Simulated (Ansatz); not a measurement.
**Corundum Cr2O3**

The numbers are results of PBE (plane waves, PAW; Ansatz, a quantum-chemistry and plane-wave program), not measurements.

Numerical settings: plane-wave cutoff 520 eV, 8×8×8 k mesh, Fermi–Dirac smearing 0.01 eV, spin-polarised with opposed moments, scalar-relativistic PAW data made under PBE.

Cell: measured lattice: a = 4.9500 Å, b = 4.9500 Å, c = 13.5800 Å, α = 90.00°, β = 90.00°, γ = 120.00°.

```json
{
  "band_gap": "1.63 eV (indirect)",
  "smallest_direct_gap_on_the_k_points_sampled": "1.65 eV",
  "direct gap at Γ": "1.91 eV",
  "magnetic moment (largest site, within a sphere)": "2.21 μB"
}
```

Measured, for comparison: band gap 3.3 ± 0.1 eV (temperature not stated, not corrected to a static lattice, middle of the range; as tabulated in Medasani et al. (2019), arXiv:1904.04625). Computed (rounded) less measured: band gap -1.67 eV.

Note: cell and atoms aren't relaxed at this level (largest force component 0.15 eV/Å, pressure 2.8 GPa); without U or exact exchange, gaps and moments of open d shells tend to come out too small.

Moments are spin moments.

Computed values are for the static lattice.
